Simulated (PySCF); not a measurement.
Species: C₅H₅ (charge +1).
Atom-mapped SMILES: `[CH2:1]=[CH:2][c:3]1[cH:4][cH+:5]1` (hydrogens: H6, H7 on C1; H8 on C2; H9 on C4; H10 on C5)

Geometry (PBE0-D3(BJ)/def2-SVP, Å), atoms numbered from 1 in this order:
```xyz
10
C5H5 angstrom
C      1.5835    0.7134    0.6870
C      0.8760   -0.4027    0.4180
C     -0.4139   -0.3117   -0.1712
C     -1.4626    0.4272   -0.6888
C     -1.5521   -0.9203   -0.6653
H      1.1912    1.7105    0.4634
H      2.5776    0.6535    1.1393
H      1.2610   -1.4015    0.6386
H     -1.9115    1.3902   -0.9402
H     -2.1195   -1.8267   -0.8853
```

Jobs on this species (10 atoms, 34 electrons) with PySCF (density fitting). Hardware of each: an Arm Neoverse V1 with one thread, shared host. Times come from a shared host and carry two figures at best.

```tsv
level and settings	work	basis functions	SCF cycles	wall time
wB97X-D/def2-SVPD	10 singlets by full TDDFT, 4 Tamm–Dancoff triplets, polarisability, ΔSCF ions	140	?	?
KT2/pcSseg-2	shieldings, ring-centre shieldings	250	?	?
B3LYP/pcJ-1	spin–spin couplings from 10 perturbed nuclei, spin–dipole term left out	185	?	?
PBE0-D3(BJ)/def2-SVP, grid level 1	geometry optimisation from a GFN2-xTB start	95	55	20 s
PBE0/pcSseg-1	shieldings, ring-centre shieldings, charges and field gradients	110	13	5.9 s
delta-SCF UKS SCAN, pcX-2 on the ionised atom, pcseg-1 elsewhere, spin-free X2C	ΔSCF core ionisation, 5 holes	126	98	26 s
```

Q: Fill in the missing figures.

A: 
- wB97X-D/def2-SVPD; 10 singlets by full TDDFT, 4 Tamm–Dancoff triplets, polarisability, ΔSCF ions: 30 s, 12 SCF cycles
- KT2/pcSseg-2; shieldings, ring-centre shieldings: 31 s, 15 SCF cycles
- B3LYP/pcJ-1; spin–spin couplings from 10 perturbed nuclei, spin–dipole term left out: 11 s, 13 SCF cycles

Q: What do all jobs in the table cost together?

A: About 2.1 min; the longest takes about 25 % of that, and about 5.3 times as long as the shortest.
